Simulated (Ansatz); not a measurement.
For hcp Sc, rVV10 (PAW; Ansatz, a program for electronic structure) gives:

- equilibrium lattice constant a = 3.305 Å
- lattice parameter c = 5.141 Å

Q: What does r²SCANh in Ansatz (plane waves, PAW) give for the same quantities?

A: 
- lattice constant a: 3.334 Å (grows by 0.9 %)
- lattice parameter c: 5.207 Å (increases by 1.3 %)

For comparison: lattice constant a 3.309 Å (measured, 293 K, no zero-point or thermal correction; as tabulated in Wikipedia's data pages); lattice parameter c 5.268 Å (measured, 293 K, not corrected to a static lattice; as tabulated in Wikipedia's data pages).

Changes are worked out from the printed values.

Unless a cell is named, each level is at its own relaxed cell (rVV10 24.31, r²SCANh 25.06 Å³/atom).

The crystal itself was run without spin with rVV10, r²SCANh; a magnetic state was not tried in these runs.

Ansatz's density-functional and Hartree–Fock values are scalar-relativistic unless marked +SOC, with PAW data made under PBE.
